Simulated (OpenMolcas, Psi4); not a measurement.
## Predicting a hybrid from its neighbours: SO2 (sulfur dioxide)

The species is SO2 (3 atoms), meant as a singlet with charge 0. As SMILES, `O=S=O`. Geometry: relaxed at PBE0-D4/def2-TZVP.

The HOMO–LUMO gap y, in eV, basis def2-TZVPP; a is the functional's share of exact exchange. Programs: OpenMolcas 26.06, Psi4 1.11.

```
functional     program     a  y (eV)
    r2SCAN        Psi4     0    4.01
       PBE  OpenMolcas     0    3.65
     B3LYP        Psi4   0.2       ?
      PBE0        Psi4  0.25    6.17
     BHLYP        Psi4   0.5    8.75
```

Question: Fit y = c + s·a to the known rows and predict B3LYP.

Answer: 
1. Means of the 4 rows: a = 0.1875, y = 5.645.
2. Σ(Δa)² = 0.17188, Σ(Δa·Δy) = 1.6838, so the slope is 1.6838/0.17188 = 9.7964.
3. Intercept: 5.645 − (9.7964) × 0.1875 = 3.808. The largest residual of the fit is 0.20.
4. B3LYP: 3.808 + (9.7964) × 0.2 = 5.77 eV.

The run gave 5.69 eV, so the prediction is off by +0.08 eV, within the scatter of the fit. Exact exchange lowers occupied levels and raises empty ones. The rows mix families of semi-local functionals, which the line can't see.
